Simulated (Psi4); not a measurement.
**P2H2 (SMILES [H]/P=P/[H]): OMP2/cc-pVTZ**

What is the energy change on altering one bond length of P2H2 at OMP2/cc-pVTZ? 

Program for the calculation: Psi4 1.11.

2 further runs of the same task are left out: 2 set aside as unsound or not needed.

## 1. The system as given

P2H2: 4 atoms, total charge 0, spin state singlet. As SMILES, `[H]/P=P/[H]`. The coordinates come from a GFN2-xTB relaxation.

Bond lengths: P1–P2 2.016 Å, P1–H3 1.403 Å, P2–H4 1.403 Å. Angles: P1–P2–H4 94.8°, P2–P1–H3 94.8°.

## 2. A single-point energy at OMP2/cc-pVTZ

input.dat

```
memory 1.6 GB

molecule geom {
  0 1
  P     -0.024370    -1.003630     0.088350
  P      0.024420     1.003540    -0.088260
  H      1.037260    -1.067570     1.003320
  H     -1.037310     1.067660    -1.003410
  symmetry c1
  no_reorient
  no_com
}

set {
  basis           cc-pVTZ
  puream          true
  e_convergence   1e-09
  d_convergence   1e-08
  scf_type        pk
  num_frozen_docc 10
}

e, wfn = energy("omp2", return_wfn=True)
print_variables()
```

Started as:

```sh
$ psi4 input.dat output.dat -n 1
```

output.dat:

```text
[...]
  Running in c1 symmetry.
[...]
  Nuclear repulsion =   76.759456495580409
[...]
  Multiplicity = 1
[...]
  Nalpha       = 16
  Nbeta        = 16
[...]
    Number of basis functions: 96
[...]
   @RHF iter   1:  -682.61510086444991   -4.47412e-01   1.92990e-03 ADIIS/DIIS
[...]
   @RHF iter  10:  -682.64158999933397   -7.73070e-12   9.96330e-09 DIIS
[...]
    Orbital Energies [Eh]
    ---------------------
    Doubly Occupied:
       1A    -79.963379     2A    -79.963363     3A     -7.506388
       4A     -7.506008     5A     -5.398783     6A     -5.398506
       7A     -5.398361     8A     -5.398237     9A     -5.397794
      10A     -5.397212    11A     -0.913158    12A     -0.722321
      13A     -0.490396    14A     -0.487573    15A     -0.365696
      16A     -0.355823
[...]
  @RHF Final Energy:  -682.64158999933397
   => Energetics <=
    Nuclear Repulsion Energy =             76.7594564955804088
    One-Electron Energy =               -1097.4760967305537633
    Two-Electron Energy =                 338.0750502356394236
    Total Energy =                       -682.6415899993339735
[...]
 Multipole Moments:
 ------------------------------------------------------------------------------------
     Multipole            Electronic (a.u.)      Nuclear  (a.u.)        Total (a.u.)
 ------------------------------------------------------------------------------------
 L = 1.  Multiply by 2.5417464519 to convert [e a0] to [Debye]
 Dipole X            :         -0.0012729            0.0013228            0.0000499
 Dipole Y            :          0.0023475           -0.0023811           -0.0000336
 Dipole Z            :         -0.0023346            0.0023811            0.0000465
 Magnitude           :                                                    0.0000760
[...]
	Warning: cc_lambda option is changed to TRUE
	For this residual convergence, default PCG convergence is:     1.00e-07
[...]
	DF-MP2 Total Energy (a.u.)         :  -682.93890221533525
[...]
	DF-MP2 Total Energy (a.u.)         :  -682.94390541283383
[...]
	DF-OMP2 Total Energy (a.u.)        :  -682.94390541283030
[...]
```

Run time: 13 s. Hardware: 1 thread of Intel Xeon 6975P-C (Granite Rapids), shared host; peak memory 0.54 GiB.

## 3. The distorted shape at the same level

input.json

```json
{
 "schema_name": "qcschema_input",
 "schema_version": 1,
 "molecule": {
  "schema_name": "qcschema_molecule",
  "schema_version": 2,
  "symbols": ["P", "P", "H", "H"],
  "geometry": [-0.07371444, -3.034543, 0.26708633, 0.04614711, 1.89641576, -0.16678723, 1.93247551, -3.15537209, 1.99612904, -1.96023181, 2.01758499, -1.89617009],
  "molecular_charge": 0,
  "molecular_multiplicity": 1,
  "fix_symmetry": "c1",
  "fix_com": true,
  "fix_orientation": true
 },
 "driver": "energy",
 "model": {
  "method": "omp2",
  "basis": "cc-pVTZ"
 },
 "keywords": {
  "puream": true,
  "e_convergence": 1e-09,
  "d_convergence": 1e-08,
  "scf_type": "pk",
  "num_frozen_docc": 10
 }
}
```

Started as:

```sh
$ psi4 --qcschema input.json -n 1 --memory 1600MB
```

stdout:

```text
[...]
                   'protocols': {'error_correction': {'default_policy': True, 'policies': None},
                                 'native_files': 'none',
[...]
  Running in c1 symmetry.
[...]
  Nuclear repulsion =   62.051458432817086
[...]
  Multiplicity = 1
[...]
  Nalpha       = 16
  Nbeta        = 16
[...]
    Number of basis functions: 96
[...]
   @RHF iter   1:  -682.52381565621624   -9.02349e-01   1.77601e-03 ADIIS/DIIS
[...]
   @RHF iter  11:  -682.54814504838305   -3.97904e-12   1.32742e-09 DIIS
[...]
    Orbital Energies [Eh]
    ---------------------
    Doubly Occupied:
       1A    -80.002351     2A    -80.002334     3A     -7.537385
       4A     -7.537308     5A     -5.429106     6A     -5.429090
       7A     -5.428670     8A     -5.428658     9A     -5.427778
      10A     -5.427705    11A     -0.834396    12A     -0.759153
      13A     -0.475962    14A     -0.475387    15A     -0.351768
      16A     -0.293892
[...]
  @RHF Final Energy:  -682.54814504838305
   => Energetics <=
    Nuclear Repulsion Energy =             62.0514584328170855
    One-Electron Energy =               -1067.5173233376638109
    Two-Electron Energy =                 322.9177198564636910
    Total Energy =                       -682.5481450483830486
[...]
 Multipole Moments:
 ------------------------------------------------------------------------------------
     Multipole            Electronic (a.u.)      Nuclear  (a.u.)        Total (a.u.)
 ------------------------------------------------------------------------------------
 L = 1.  Multiply by 2.5417464519 to convert [e a0] to [Debye]
 Dipole X            :          0.4413256           -0.4412663            0.0000593
 Dipole Y            :         18.2096946          -18.2096957           -0.0000011
 Dipole Z            :         -1.6043997            1.6044455            0.0000458
 Magnitude           :                                                    0.0000750
[...]
	Warning: cc_lambda option is changed to TRUE
	For this residual convergence, default PCG convergence is:     1.00e-07
[...]
	DF-MP2 Total Energy (a.u.)         :  -682.87985931457604
[...]
	DF-MP2 Total Energy (a.u.)         :  -682.89254678577095
[...]
	DF-OMP2 Total Energy (a.u.)        :  -682.89254678578482
[...]
```

The result, in JSON:

```text
{
 "driver": "energy",
 "model": {
  "method": "omp2",
  "basis": "cc-pVTZ"
 },
 "success": true,
 "return_result": -682.8925467857848,
 "properties": {
  "calcinfo_nbasis": 96,
  "calcinfo_nmo": 96,
  "calcinfo_nalpha": 16,
  "calcinfo_nbeta": 16,
  "calcinfo_natom": 4,
  "nuclear_repulsion_energy": 62.051458432817086,
  "return_energy": -682.8925467857848,
  "scf_one_electron_energy": -1067.5173233376638,
  "scf_two_electron_energy": 322.9177198564637,
  "scf_dipole_moment": [5.93463336729938e-05, -1.0703237336429083e-06, 4.5785688605581853e-05],
  "scf_total_energy": -682.548145048383,
  "scf_iterations": 11,
  "mp2_singles_energy": 0.0,
  "mp2_doubles_energy": -0.3317142661929489,
  "mp2_correlation_energy": -0.33171426619298927,
  "mp2_total_energy": -682.879859314576
 }
}
```

Run time: 17 s. Hardware: 1 thread of Intel Xeon 6975P-C (Granite Rapids), shared host; peak memory 0.54 GiB.

## 4. Summary of results

At OMP2/cc-pVTZ, 10 core orbitals frozen:

| quantity | value |
| --- | --- |
| first shape: total energy | -682.94391 Eh |
| first shape: HOMO energy (Hartree–Fock orbitals) | -9.68 eV |
| first shape: LUMO energy (Hartree–Fock orbitals) | 0.36 eV |
| first shape: HOMO–LUMO gap (Hartree–Fock orbitals) | 10.04 eV |
| first shape: correlation energy (10 core orbitals frozen) | -302.3 mEh |
| distorted shape: total energy | -682.89255 Eh |
| distorted shape: HOMO energy (Hartree–Fock orbitals) | -8.00 eV |
| distorted shape: LUMO energy (Hartree–Fock orbitals) | -1.17 eV |
| distorted shape: HOMO–LUMO gap (Hartree–Fock orbitals) | 6.82 eV |
| distorted shape: correlation energy (10 core orbitals frozen) | -344.4 mEh |
| energy change with the P1–P2 bond stretched from 2.016 to 2.620 Å | 1.398 eV |

In words: With the P1–P2 bond stretched from 2.016 to 2.620 Å the energy rises by 1.40 eV (32 kcal/mol). The first shape isn't relaxed at this level, so the change isn't measured from a minimum.
